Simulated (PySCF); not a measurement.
# Vertical excitation energies

Methyl propyl sulfide, C4H10S.
InChI=1S/C4H10S/c1-3-4-5-2/h3-4H2,1-2H3

The calculation used PySCF 2.14.0, density-fitted response routines, TDDFT B3LYP/def2-SVPD, vertical, gas phase, core orbitals frozen in the response. Geometry: GFN2-xTB, one conformer, isolated molecule. Torsions of this conformer, `[CH3:1][CH2:2][CH2:3][S:4][CH3:5]`: C1–C2–C3–S4 -177°, C2–C3–S4–C5 -72°.

Problem. List the vertical singlet excitations with oscillator strengths and describe the spectrum.

Solution. 

```json
{"state": "S1", "E (eV)": "5.27", "ν̃ (cm⁻¹)": "42470", "f": "0.0002", "|μ| (D)": "0.10", "main configurations (H = HOMO, L = LUMO)": "H→L (70%), H→L+1 (25%)"}
{"state": "S2", "E (eV)": "5.58", "ν̃ (cm⁻¹)": "44990", "f": "0.0090", "|μ| (D)": "0.65", "main configurations (H = HOMO, L = LUMO)": "H→L+1 (71%), H→L (22%)"}
{"state": "S3", "E (eV)": "5.95", "ν̃ (cm⁻¹)": "48010", "f": "0.027", "|μ| (D)": "1.09", "main configurations (H = HOMO, L = LUMO)": "H→L+2 (93%)"}
{"state": "S4", "E (eV)": "6.26", "ν̃ (cm⁻¹)": "50530", "f": "0.023", "|μ| (D)": "0.99", "main configurations (H = HOMO, L = LUMO)": "H→L+3 (98%)"}
{"state": "S5", "E (eV)": "6.52", "ν̃ (cm⁻¹)": "52620", "f": "0.0059", "|μ| (D)": "0.49", "main configurations (H = HOMO, L = LUMO)": "H→L+4 (84%)"}
{"state": "S6", "E (eV)": "6.86", "ν̃ (cm⁻¹)": "55310", "f": "0.0032", "|μ| (D)": "0.35", "main configurations (H = HOMO, L = LUMO)": "H→L+5 (93%)"}
{"state": "S7", "E (eV)": "7.05", "ν̃ (cm⁻¹)": "56820", "f": "0.0025", "|μ| (D)": "0.30", "main configurations (H = HOMO, L = LUMO)": "H→L+6 (74%), H→L+7 (15%)"}
{"state": "S8", "E (eV)": "7.35", "ν̃ (cm⁻¹)": "59310", "f": "0.041", "|μ| (D)": "1.21", "main configurations (H = HOMO, L = LUMO)": "H→L+7 (62%), H→L+8 (17%), H→L+6 (17%)"}
```

Triplets, Tamm–Dancoff:

| state | E (eV) | λ (nm) | main configurations (H = HOMO, L = LUMO) |
| --- | --- | --- | --- |
| T1 | 4.91 | 252.3 | H→L (64%), H→L+1 (22%) |
| T2 | 5.44 | 227.8 | H→L+1 (64%), H→L (18%) |
| T3 | 5.59 | 221.7 | H→L+2 (79%), H→L+1 (9%) |

The lowest singlet lies at 5.27 eV (235 nm, ultraviolet) and is dark (f under 0.0005); its leading configuration is HOMO→LUMO (70%). The most intense listed level is S8 at 7.35 eV (169 nm, f = 0.041), 2.09 eV above S1. It is the last of those listed, so stronger ones may follow. Löwdin shares by element: HOMO sulfur 70%, carbon 18% or more; LUMO sulfur 39%, carbon 20% or more, hydrogen 6% or more (atoms not listed hold the other 35%). Of the 8 states listed, 3 reach f = 0.01 and 1 stays under 0.0005. The oscillator strengths of these states sum to 0.112; summed over the whole spectrum of an exact calculation they would give the number of electrons, 50 (Thomas–Reiche–Kuhn). Orbital energies (eV): HOMO-3 -9.58, HOMO-2 -9.32, HOMO-1 -8.31, HOMO -6.01, LUMO 0.37, LUMO+1 0.41, LUMO+2 0.89. Only the lowest 8 singlets were computed, as vertical energies without vibronic structure.
